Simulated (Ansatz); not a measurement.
# BH₃+ (doublet): from Hartree-Fock to the top rungs at distance B1–H2 = 3.418 Å, cc-pVDZ

Aim: climb from Hartree-Fock through coupled cluster and multireference methods for BH₃+ (doublet) at one geometry and basis, and see what each rung misses.

Program: Ansatz 0.2.0, Gaussian basis. Level of theory: cc-pVDZ, core rule «outside noble gas», up to 1 orbitals frozen. These are calculated values, not measurements.

The runs, in order: UHF; CCSD(T) on ROHF; CCSD(T) on UHF; BCCD(T) on ROHF; CISD; CCSDT(Q) on ROHF; CCSDT(Q) on UHF; CASSCF and MRCISD+Q, 3 electrons in 3 orbitals; CASSCF and NEVPT2, 3 electrons in 3 orbitals; CASSCF and MRCISD+Q, 5 electrons in 7 orbitals; CASSCF and NEVPT2, 5 electrons in 7 orbitals; Full CI.

16 further runs of the same task are left out: 12 that didn't finish, 4 set aside as unsound or not needed.

## (1) What is computed

The geometry derives from a PBE0/def2-TZVP stationary point (not a proven minimum). One bond is set to the value named and the two fragments are kept rigid.

4 atoms, charge 1, spin multiplicity 2.

Atoms are counted from 1 here; the program's logs count them from 0.

Bond lengths: B1–H3 1.174 Å, B1–H4 1.276 Å. Angles: H3–B1–H4 145.8°.

As a file:

```
B     0.0000   -0.0878    0.1972
H     0.0000    1.8352   -2.6286
H     0.0000   -0.0878    1.3714
H     0.0000   -0.8056   -0.8576
```

## (2) UHF

File in.yaml:

```yaml
crystal:
  periodic: [false, false, false]
  atoms:
    - {symbol: B, position_ang: [0.000000, -0.087806, 0.197166]}
    - {symbol: H, position_ang: [0.000000, 1.835189, -2.628575]}
    - {symbol: H, position_ang: [0.000000, -0.087806, 1.371380]}
    - {symbol: H, position_ang: [0.000000, -0.805590, -0.857580]}
basis:
  gaussian: {orbitals: cc-pVDZ}
total_charge: 1
magnetization: {spin_polarized: true, initial_magnetization: 1}
hamiltonian: {xc: hf}
output: {orbitals: {seedname: orbitals}}
```

On the command line:

```bash
> ansatz run in.yaml --threads 1 --pin off --events-out ev --progress --plain --max-ram 2393MiB
```

The runs that follow: CCSD(T) on ROHF; CCSD(T) on UHF; BCCD(T) on ROHF; CISD; CCSDT(Q) on ROHF; CCSDT(Q) on UHF; CASSCF and MRCISD+Q, 3 electrons in 3 orbitals; CASSCF and NEVPT2, 3 electrons in 3 orbitals; CASSCF and MRCISD+Q, 5 electrons in 7 orbitals; CASSCF and NEVPT2, 5 electrons in 7 orbitals; Full CI.

Before running them: what should the planned runs give, taken together? Wanted: FCI below the RHF energy; RMP2 from FCI; UMP2 from FCI; RCCSD from FCI; RCCSD(T) from FCI; UCCSD(T) from FCI; RCCSDT(Q) from FCI; UCCSDT(Q) from FCI; NEVPT2 pair from FCI.

**Answer**, as computed:

| quantity | value |
| --- | --- |
| FCI below the RHF energy | -2.0901 eV |
| RMP2 from FCI | +541.6 meV |
| UMP2 from FCI | +541.6 meV |
| RCCSD from FCI | +28.5 meV |
| RCCSD(T) from FCI | +8.0 meV |
| UCCSD(T) from FCI | +8.0 meV |
| RCCSDT(Q) from FCI | +0.2 meV |
| UCCSDT(Q) from FCI | +0.2 meV |
| NEVPT2 pair from FCI | +503.4 meV |
| MRCISD+Q pair from FCI | -14.2 meV |
| NEVPT2 valence from FCI | +307.8 meV |
| levels within 1 kcal/mol (43 meV) | RCCSD, UCCSD, RCCSD(T), UCCSD(T), BCCD(T), RCCSDT, UCCSDT, RCCSDT(Q), UCCSDT(Q), MRCISD pair, MRCISD+Q pair, MRCISD valence, MRCISD+Q valence |
| T1 diagnostic | 0.008 |
| effectively unpaired electrons | 1.02 |

**Reading.** RCCSD(T) lands +8.0 meV from the yardstick (0.4 % of the correlation energy). MRCISD+Q pair falls below full CI: the +Q correction isn't variational, and the cores differ from full CI's. One determinant dominates. Of the multireference levels listed MRCISD+Q pair comes nearest in total energy (-14.2 meV), which doesn't show that its space is the better one. These misses are within one basis, not against nature; the frozen cores of restricted and unrestricted runs differ, which can shift their rows.
